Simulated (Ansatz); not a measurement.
A made-up structure of CH5Al2 (charge -1), singlet:

```
8
angstrom
C -1.0698 1.2843 -1.2435
Al -0.4143 0.7577 0.6500
Al 1.2048 -1.5982 0.7417
H -1.7695 2.2426 -1.5447
H -0.7719 0.6205 -2.2271
H -0.8172 1.6960 2.1570
H 1.6526 -2.5928 -0.7177
H 1.9851 -2.4101 2.1843
```

It is relaxed with PBE-D4/def2-SVPD and then PBE0-D4/def2-TZVPD (Ansatz 0.2.0). Atoms count as bonded within 1.22 times the sum of their covalent radii (H–H: 0.88 Å). The end point is not checked to be a true minimum.

Does its bonding change? (Judge from chemistry; the calculation decides.)

By the calculation: No: no bond forms or breaks.

Where it ends: The first stage lowers the energy by 1.30 eV in 6 steps. It ends as CH₅Al₂ ([CH2][AlH][AlH2]), total charge -1:
C1  (-0.956, 1.148, -1.111)
Al2  (-0.370, 0.675, 0.579)
Al3  (1.076, -1.428, 0.662)
H4  (-1.580, 2.005, -1.378)
H5  (-0.691, 0.557, -1.990)
H6  (-0.730, 1.511, 1.925)
H7  (1.475, -2.320, -0.639)
H8  (1.775, -2.148, 1.952)
(Å)

Labels in which every atom is bracketed show which atoms are joined, not bond orders.

For scale, one of the runs: PBE0-D4/def2-TZVPD relaxation, 168 basis functions, launched by `ansatz run in.yaml --threads 2 --pin off --events-out ev --progress --plain --max-ram 4352MiB`. The run took about 24 s on 2 CPU threads of an Intel Xeon Platinum 8223CL (shared host).
